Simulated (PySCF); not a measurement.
**AlH: structure of the singlet**

Aim: relax AlH as a singlet from a linear start, check by its vibrations whether the end is a minimum, and collect its spectrum and constants.

Program: PySCF 2.14.0. Level of theory: PBE, basis Al def2-SVP, H def2-SVP, no relativity, density fitting. These are calculated values, not measurements.

## (1) The system as given

2 atoms, charge 0, spin multiplicity 1.

Bond lengths: Al1–H2 1.659 Å.

```xyz
2
charge 0 multiplicity 1
Al    0.0000    0.0000    0.0000
H     0.0000    0.0000    1.6590
```

## (2) First SCF at the start

One driver script runs all steps and calls PySCF; scf.py shows how it sets up the SCF of each step. The optimiser is the driver's own. After this first run the driver tries any further starts and a stability analysis.

The input, scf.py:

```python
from pyscf import gto, scf, dft
mol = gto.M(atom='''
Al     0.000000     0.000000     0.000000
H      0.000000     0.000000     1.659000''',
    basis={'Al': 'def2-SVP', 'H': 'def2-SVP'},
    charge=0, spin=0)
mf = dft.RKS(mol, xc='PBE')
mf.grids.atom_grid = (50, 194)
aux = {'Al': 'def2-universal-JKFIT', 'H': 'def2-universal-JKFIT'}
mf = mf.density_fit(auxbasis=aux)
mf.conv_tol = 1e-08
mf.diis_space = 10
mf.max_cycle = 60
mf.init_guess = 'minao'
mf.verbose = 4
mf.kernel()
```

The run is started by

```console
> OMP_NUM_THREADS=2 python axn.py task.json out
```

Further steps of the session: Linear start, singlet: relaxation; Hessian and properties.

What does the calculation give? Wanted: minimum; geometry; wavenumbers; dipole moment; highest occupied, lowest empty level; polar-tensor charge of Al1; zero-point energy; atomisation energy.

**Answer**, as computed:

```
                                 quantity            value
                                  minimum     singlet, C∞v
                                 geometry     Al–H 1.685 Å
                       wavenumbers (cm⁻¹)        1593 (σ+)
                            dipole moment           0.01 D
     highest occupied, lowest empty level  -4.86, -2.53 eV
               polar-tensor charge of Al1          +0.26 e
                        zero-point energy       9.5 kJ/mol
                      entropy at 298.15 K  188.1 J/(mol K)
atomisation energy (no zero-point energy)       290 kJ/mol
```

What this shows: The linear start keeps its C∞v symmetry and ends in a minimum. The strongest infrared band lies at 1593 cm⁻¹ (σ+, stretch). Only this shape and spin were tried, so other structures or states may lie lower.
